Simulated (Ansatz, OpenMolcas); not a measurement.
## C2 (SMILES [C]#[C]): from total energies to a heat of formation

C2: 2 atoms, total charge 0, spin state singlet. As SMILES, `[C]#[C]`. Geometry: relaxed at PBE0-D4/def2-TZVP.

```
atom   x (Å)   y (Å)    z (Å)
   C  0.0000  0.0000  -0.0427
   C  0.0000  0.0000   1.2035
```

Total energies at HF/aug-cc-pVTZ (OpenMolcas 26.06); the atoms run unrestricted:

```tsv
species	state	energy (Eh)
C2	singlet	-75.401753
C	triplet	-37.691811
```

Harmonic wavenumbers at PBE0-D4/def2-TZVP, in cm⁻¹: 1901.

Measured heats of formation of the gaseous atoms at 298.15 K, in kJ/mol: C 716.9. Take 1 Eh = 2625.50 kJ/mol, 1 cm⁻¹ = 0.0119627 kJ/mol, RT = 2.479 kJ/mol.

Problem. What heat of formation follows?

Solution. 
1. Electronic atomisation energy: 2 × (-37.691811) − (-75.401753) = 0.018131 Eh = 47.6 kJ/mol.
2. Zero-point energy: half the sum of the wavenumbers, 950.5 cm⁻¹ = 11.4 kJ/mol.
3. Thermal vibrational enthalpy, Σ hcν̃/(exp(hcν̃/kT) − 1): 0.0 kJ/mol. Translation, rotation and pV of a linear molecule: 3.5 RT = 8.7 kJ/mol.
4. The 2 free atoms carry 5/2 RT each: 12.4 kJ/mol.
5. Atomisation enthalpy at 298 K: 47.6 − 11.4 − 0.0 − 8.7 + 12.4 = 39.9 kJ/mol.
6. Sum of the atoms' heats of formation: 1433.8 kJ/mol. Heat of formation: 1433.8 − 39.9 = +1393.9 kJ/mol.

No measured value is set beside it here. Hartree–Fock leaves out correlation, which is larger in the molecule than in the atoms, so it underbinds and puts the heat of formation too high. Anharmonicity and any spin-orbit splitting of the molecule are left out.
